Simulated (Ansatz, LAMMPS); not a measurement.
# Lattice parameter c of hcp Hf: levels of theory against measurement

Reference value: 5.051 Å (measured, 293 K, not corrected to a static lattice; as tabulated in Wikipedia's data pages).

```csv
level (code),value (Å),difference (%)
Lennard-Jones uff-vdw (LAMMPS),4.984,-1.33
PBE (Ansatz),5.068,+0.34
PBE-D3(BJ) (Ansatz),5.019,-0.63
r²SCAN (Ansatz),5.044,-0.14
r²SCANh (Ansatz),5.066,+0.30
```

Leaving aside Lennard-Jones uff-vdw (doubt noted below): The reference is not for a static lattice or low temperature, so close values are not ranked against it.

The reference isn't brought to a static lattice, while the calculations are for one, so the differences are not the levels' errors alone.  Density-functional levels without +SOC have no spin–orbit coupling. Lennard-Jones uff-vdw: this is a force field's van der Waals term alone, without bonds or charges. Cutoffs and k meshes differ between the levels. Ansatz's density-functional and Hartree–Fock values are scalar-relativistic unless marked +SOC, with PAW data made under PBE.

Differences are worked out from the printed values.

Ansatz is a program for electronic structure.
